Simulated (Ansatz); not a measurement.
# Al2H (doublet): from Hartree-Fock to the top rungs at scale of all distances = 2.012, 6-31G

How much of the correlation energy of Al2H (doublet) does each wave-function method recover here?

The runs use Ansatz 0.2.0, Gaussian basis; 6-31G, core rule «outside noble gas», up to 10 orbitals frozen.

To be run: UHF; CCSD(T) on ROHF; CCSD(T) on UHF; BCCD(T) on ROHF; CISD; CCSDT(Q) on ROHF; CCSDT(Q) on UHF; CISDTQ; CCSDTQ on ROHF; CCSDTQ on UHF; CASSCF and MRCISD+Q, 3 electrons in 3 orbitals; CASSCF and NEVPT2, 3 electrons in 3 orbitals; CASSCF and MRCISD+Q, 7 electrons in 9 orbitals; CASSCF and NEVPT2, 7 electrons in 9 orbitals; Full CI; Full CI in the symmetry of the determinant.

20 further runs of the same task are left out: 1 for a known fault of the program, 1 for a mislabelled method, 15 that didn't finish, 3 set aside as unsound or not needed.

**1. The system**

The geometry derives from a PBE0/def2-TZVP stationary point (not a proven minimum). All distances are scaled together.

3 atoms, charge 0, spin multiplicity 2.

Atoms are counted from 1 here; the program's logs count them from 0.

No contacts short enough for the rule that draws bonds.

**2. UHF**

in.yaml

```yaml
crystal:
  periodic: [false, false, false]
  atoms:
    - {symbol: Al, position_ang: [0.000000, 0.000000, 0.709369]}
    - {symbol: Al, position_ang: [0.000000, 0.000000, -4.676630]}
    - {symbol: H, position_ang: [0.000000, 0.000000, 3.967260]}
basis:
  gaussian: {orbitals: 6-31G}
magnetization: {spin_polarized: true, initial_magnetization: 1}
hamiltonian: {xc: hf}
output: {orbitals: {seedname: orbitals}}
```

On the command line:

```console
$ ansatz run in.yaml --threads 1 --pin off --events-out ev --progress --plain --max-ram 2393MiB
```

Further steps of the session: CCSD(T) on ROHF; CCSD(T) on UHF; BCCD(T) on ROHF; CISD; CCSDT(Q) on ROHF; CCSDT(Q) on UHF; CISDTQ; CCSDTQ on ROHF; CCSDTQ on UHF; CASSCF and MRCISD+Q, 3 electrons in 3 orbitals; CASSCF and NEVPT2, 3 electrons in 3 orbitals; CASSCF and MRCISD+Q, 7 electrons in 9 orbitals; CASSCF and NEVPT2, 7 electrons in 9 orbitals; Full CI; Full CI in the symmetry of the determinant.

Before running them: what should the planned runs give, taken together? Wanted: FCI below the RHF energy; RMP2 from FCI; UMP2 from FCI; RCCSD from FCI; RCCSD(T) from FCI; UCCSD(T) from FCI; RCCSDT(Q) from FCI; UCCSDT(Q) from FCI; NEVPT2 pair from FCI.

**Answer**, as computed:

| quantity | value |
| --- | --- |
| FCI below the RHF energy | -3.0682 eV |
| RMP2 from FCI | +32.48 kcal/mol |
| UMP2 from FCI | +23.81 kcal/mol |
| RCCSD from FCI | +1.14 kcal/mol |
| RCCSD(T) from FCI | +0.21 kcal/mol |
| UCCSD(T) from FCI | +0.46 kcal/mol |
| RCCSDT(Q) from FCI | +0.02 kcal/mol |
| UCCSDT(Q) from FCI | 0.00 kcal/mol |
| NEVPT2 pair from FCI | +16.15 kcal/mol |
| NEVPT2 valence from FCI | +3.33 kcal/mol |
| MRCISD+Q valence from FCI | +0.11 kcal/mol |
| levels within 1 kcal/mol (43 meV) | RCCSD(T), UCCSD(T), BCCD(T), RCCSDT, UCCSDT, RCCSDT(Q), UCCSDT(Q), RCCSDTQ, UCCSDTQ, MRCISD valence, MRCISD+Q valence |
| T1 diagnostic | 0.064 |
| effectively unpaired electrons | 1.73 |

RCCSD(T) misses by +0.21 kcal/mol, 0.3 % of the correlation energy. The occupations show some static correlation. Of the multireference levels listed MRCISD+Q valence comes nearest in total energy (+0.11 kcal/mol), which doesn't show that its space is the better one. Coupled cluster took another determinant than the lowest Hartree-Fock one. These misses are within one basis, not against nature; the frozen cores of restricted and unrestricted runs differ, which can shift their rows.
